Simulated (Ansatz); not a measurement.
## Ansatz (development build ahead of 0.2.0) run

```yaml
crystal:
  periodic: [false, false, false]
  atoms:
    - { symbol: C, position_ang: [-0.1089, -0.1391, -0.0325] }
    - { symbol: H, position_ang: [0.1428, 0.7425, -0.6793] }
    - { symbol: H, position_ang: [0.5106, 0.0922, 0.8741] }
basis:
  gaussian: { orbitals: def2-SVP }
total_charge: 1
magnetization:
  spin_polarized: true
  initial_magnetization: 1
hamiltonian:
  xc: pbe0
output:
  forces: true
```

The input is written out in the form of the current development build from the run's settings.

Results

```json
{
  "Converged": "yes",
  "Total energy": "-38.66024 hartree",
  "Spin squared of the determinant": "0.751",
  "Stability test": "minimum"
}
```

Forces (eV/Å):
| atom | Fx | Fy | Fz |
| --- | --- | --- | --- |
| C1 | 1.837 | 2.345 | 0.550 |
| H2 | -1.184 | -0.701 | -1.400 |
| H3 | -0.653 | -1.645 | 0.850 |
